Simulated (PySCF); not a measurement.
Molecule: ethylketene (CCC=C=O, C4H6O).

Geometry (Å), atoms numbered from 1 in this order:
```xyz
11

C    -1.475   -0.285    0.425
C    -0.262   -0.590   -0.447
C     0.880    0.374   -0.237
C     2.044    0.036    0.276
O     3.077   -0.268    0.718
H    -1.848    0.735    0.242
H    -1.223   -0.358    1.493
H    -2.298   -0.986    0.217
H    -0.556   -0.566   -1.510
H     0.086   -1.618   -0.258
H     0.762    1.434   -0.482
```

Spin–spin couplings on one PBE0-D3(BJ)/def2-SVP geometry, PySCF 2.14, gas phase, non-relativistic, equivalent pairs averaged (without the spin–dipole term); isotopes 13C, 1H, 17O; basis pcJ-1.

How do the couplings (Hz) change with the functional? Times are CPU seconds on shared hosts with different chips, so compare them loosely.

Results:


| functional | functions | 1J(C3,H11) | 1J(C2,H9) | 1J(C3,C4) | 1J(C1,H6) | 1J(C2,C3) | 1J(C1,C2) | 1J(C4,O5) | core-s |
| --- | --- | --- | --- | --- | --- | --- | --- | --- | --- |
| HF | 195 | 223.4 | 165.7 | 163.5 | 160.6 | 88.5 | 67.9 | -2.1 | 8.8 |
| LDA | 195 | 140.1 | 102.7 | 103.1 | 101.4 | 33.6 | 21.1 | 29.7 | 9.9 |
| PBE | 195 | 165.0 | 123.6 | 113.5 | 121.5 | 44.1 | 30.9 | 29.5 | 13 |
| KT2 | 195 | 179.5 | 129.9 | 96.6 | 127.6 | 34.6 | 22.4 | 38.4 | 13 |
| B3LYP | 195 | 179.3 | 135.1 | 121.6 | 133.2 | 51.4 | 37.6 | 23.7 | 24 |
| PBE0 | 195 | 169.8 | 128.0 | 117.6 | 125.5 | 49.5 | 35.9 | 24.4 | 13 |
| B97-2 | 195 | 161.6 | 121.7 | 115.5 | 120.0 | 49.1 | 35.5 | 23.5 | 12 |
| BHandHLYP | 195 | 191.8 | 145.7 | 130.8 | 143.2 | 61.1 | 46.5 | 15.7 | 14 |
| CAM-B3LYP | 195 | 176.5 | 132.5 | 119.9 | 130.6 | 51.3 | 37.5 | 22.9 | 17 |
